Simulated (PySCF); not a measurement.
**`[C-]#[N+]C(C)(C)C`: ΔSCF against reference XPS values**

Measured values to reproduce (core binding energies): C 1s of C4/C5/C6 291.06 eV [1]; C 1s of C1 291.83 eV [1]; C 1s of C3 292.84 eV [1]; N 1s of N2 (atom 2) 406.05 eV [1]. Sources and the comparison follow the method.

Compound: C₅H₉N.
Structure used (PBE0-D3(BJ)/def2-SVP), in Å, numbered top down from 1:
```
atom  x, y, z in Å
C1     0.1353   -2.4778    1.2781
N2     0.0783   -1.4361    0.7423
C3     0.0089   -0.1652    0.0858
C4    -0.6574    0.8288    1.0395
C5     1.4348    0.2767   -0.2500
C6    -0.8199   -0.3301   -1.1899
H7    -0.7228    1.8178    0.5628
H8    -1.6729    0.4965    1.2986
H9    -0.0766    0.9247    1.9681
H10    1.4139    1.2527   -0.7564
H11    2.0385    0.3688    0.6643
H12    1.9204   -0.4527   -0.9141
H13   -0.8905    0.6341   -1.7143
H14   -0.3536   -1.0628   -1.8640
H15   -1.8361   -0.6751   -0.9514
```

Method: delta-SCF UKS SCAN, pcX-2 on the ionised atom, pcseg-1 elsewhere, spin-free X2C (PySCF 2.14.0). Each binding energy is the total energy of the core-ionised species, with the hole localised on one atom, minus that of the ground state; both are solved self-consistently, so orbital relaxation is included.

```tsv
atom	environment	level	this calculation (eV)	reference (eV)	difference (eV)	source
C4/C5/C6	methyl carbon	C 1s	291.04	291.06	-0.02	[1]
C1	isocyanide carbon	C 1s	291.63	291.83	-0.20	[1]
C3	sp3 carbon bound to nitrogen	C 1s	292.78	292.84	-0.06	[1]
N2	isocyanide nitrogen	N 1s	405.91	406.05	-0.14	[1]
```

[1] measured, gas; Beach, A photoelectron spectroscopic study of bonding in inorganic and organometallic compounds, PhD thesis, LBL 1985

Task: How far is it from the measured entries?

Result: Over the 4 different measured values (4 distinct lines) the mean signed difference is -0.10 eV, the mean unsigned one 0.10 eV and the largest 0.20 eV. The calculation is vertical and has no vibrational structure, and measured positions depend on the energy calibration.

The listed C 1s values span 1.74 eV, from C4/C5/C6 (bonded to C and 3 H) to C3 (bonded to N and 3 C).

The first atom of each set that the bonding makes equivalent was ionised and stands for the set. Spin contamination (⟨S²⟩ against 0.75 for a pure doublet) is marked for C 1s of C1 (0.85), which makes this value less certain. Geometry: PBE0-D3(BJ)/def2-SVP; no solvent, vibrations or thermal averaging.

On one thread of an Intel Xeon Platinum 8375C at 2.90 GHz, on a shared host, this took 72 s of wall time and 0.59 GiB of memory at its peak.
